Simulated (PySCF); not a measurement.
# Which functional comes closest?

Molecule: allene (C(=C)=C, C3H4).

Atoms are numbered as in `[CH2:1]=[C:2]=[CH2:3]`. Each H is labelled by its parent atom.

Geometry PBE0-D3(BJ)/def2-SVP throughout; GIAO in PySCF, gas phase, one conformer, non-relativistic; equivalent atoms averaged; basis pcSseg-2.

Reference values (CCSD(T)/pz3d2f; gas (isolated, no vibration); A. A. Auer, PhD thesis, Mainz 2002 (Auer, Gauss, Stanton, JCP 2003, 118, 10407)): σ(C1/C3) = 119.6 ppm, σ(C2) = -23.7 ppm.

**Question.** How do the functionals HF, LDA, PBE, BLYP, BP86, OPBE, KT2, KT3, B97-D, B3LYP, PBE0, mPW1PW91, WP04, B97-2, BHandHLYP, CAM-B3LYP, wB97X-D, LC-wPBE perform against the reference? Times are CPU seconds on shared hosts with different chips, so compare them loosely; the GGAs took longer than the global hybrids here, which isn't the general rule, and the cause wasn't traced.

**Answer.** 
```csv
functional,kind,C1/C3,C2,mean abs. error C,core-s
HF,Hartree–Fock,112.6,-44.6,14.0,3.8
LDA,LDA,101.8,-54.6,24.4,9.9
PBE,GGA,102.6,-49.4,21.4,12
BLYP,GGA,99.2,-55.9,26.3,12
BP86,GGA,102.4,-49.0,21.2,12
OPBE,GGA,108.3,-36.0,11.8,12
KT2,GGA,110.3,-34.8,10.2,12
KT3,GGA,109.3,-34.6,10.6,12
B97-D,GGA,104.2,-43.8,17.7,12
B3LYP,global hybrid,101.3,-54.9,24.8,8.7
PBE0,global hybrid,105.1,-48.2,19.5,8.3
mPW1PW91,global hybrid,104.2,-49.2,20.4,8.8
WP04,global hybrid,91.5,-62.7,33.5,6.8
B97-2,global hybrid,105.8,-44.5,17.3,6.8
BHandHLYP,global hybrid,104.9,-52.6,21.8,6.5
CAM-B3LYP,range-separated hybrid,103.0,-54.4,23.6,8.7
wB97X-D,range-separated hybrid,104.3,-49.1,20.4,8.3
LC-wPBE,range-separated hybrid,104.9,-49.3,20.1,11
```

For 13C the closest is KT2 (10.2 ppm) and the furthest WP04 (33.5 ppm). One molecule is a small sample, and the reference may use another geometry.
